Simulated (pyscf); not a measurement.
Four-centre exchange: AlH₃ + H₂O → HO–AlH₂ + H₂

Gas phase, singlet surface, charge 0. Bonds broken: Al1–H2, O5–H6. Bonds formed: Al1–O5, H2–H6. Single points on ωB97X-D3(BJ)/def2-SVP structures (PySCF, gas phase).

Transition state (Å):

```xyz
7

Al    -0.3163     0.7302     0.0210
H      0.8913    -0.4986    -0.4679
H      0.1059     1.4006     1.3864
H     -0.8192     1.5166    -1.2600
O     -1.1419    -0.9437     0.2177
H      0.0195    -1.0291    -0.2414
H     -1.8374    -1.2558    -0.3747
```

One imaginary mode, 1309i cm⁻¹; descent along it reached the two sides named, in the forms told below.

```tsv
bond	change	reactant side (Å)	saddle	product side
Al1–H2	breaks	1.604	1.791	2.422
O5–H6	breaks	0.968	1.252	2.7
Al1–O5	forms	2.041	1.877	1.712
H2–H6	forms	2.7	1.045	0.762
```

Electronic energies relative to the separated reactants (kcal/mol):

```json
[
 {"level": "ωB97X-D3(BJ)/def2-TZVP", "barrier": "-7.0", "reaction energy": "-30.3", "reverse barrier": "23.4"},
 {"level": "PBE/def2-TZVP", "barrier": "-10.6", "reaction energy": "-29.7", "reverse barrier": "19.2"},
 {"level": "r²SCAN/def2-TZVP", "barrier": "-11.6", "reaction energy": "-32.2", "reverse barrier": "20.6"},
 {"level": "B3LYP-D3(BJ)/def2-TZVP", "barrier": "-7.1", "reaction energy": "-31.0", "reverse barrier": "23.9"},
 {"level": "PBE0-D3(BJ)/def2-TZVP", "barrier": "-8.8", "reaction energy": "-28.9", "reverse barrier": "20.1"},
 {"level": "M06-2X/def2-TZVP", "barrier": "-8.2", "reaction energy": "-33.6", "reverse barrier": "25.4"},
 {"level": "ωB97M-D3(BJ)/def2-TZVP", "barrier": "-6.2", "reaction energy": "-30.1", "reverse barrier": "23.9"},
 {"level": "HF/def2-TZVP", "barrier": "7.5", "reaction energy": "-27.4", "reverse barrier": "34.9"}
]
```

With ωB97M-D3(BJ)/def2-TZVP energies and thermal terms (ideal gas, 1 atm, RRHO with modes under 100 cm⁻¹ raised to 100, one conformer, R ln 2 for chiral ones without a mode under 150 cm⁻¹), in kcal/mol:

```
T (K)   ΔH‡   ΔG‡     ΔH     ΔG
-----  ----  ----  -----  -----
298    -7.0   2.2  -32.0  -31.1
600    -7.1  11.7  -31.1  -30.6
900    -6.6  21.0  -30.2  -30.5
1200   -5.9  30.1  -29.6  -30.8
```

On the reactant side the descent ends in an adduct with a Al–O contact, 22.7 kcal/mol under the separated species and 15.7 kcal/mol under the saddle at ωB97X-D3(BJ)/def2-TZVP. At ωB97X-D3(BJ)/def2-TZVP, PBE, r²SCAN, B3LYP-D3(BJ), PBE0-D3(BJ), M06-2X, ωB97M-D3(BJ) the saddle lies under the separated reactants, which points to a path from their complex (located at ωB97X-D3(BJ) alone). What is counted as formed (Al–O) is already present as a longer contact in the reactant adduct; forming that adduct is a step of its own. At the saddle there is also a short Al–H contact that neither side keeps. One saddle was located; it need not be the lowest between these sides.
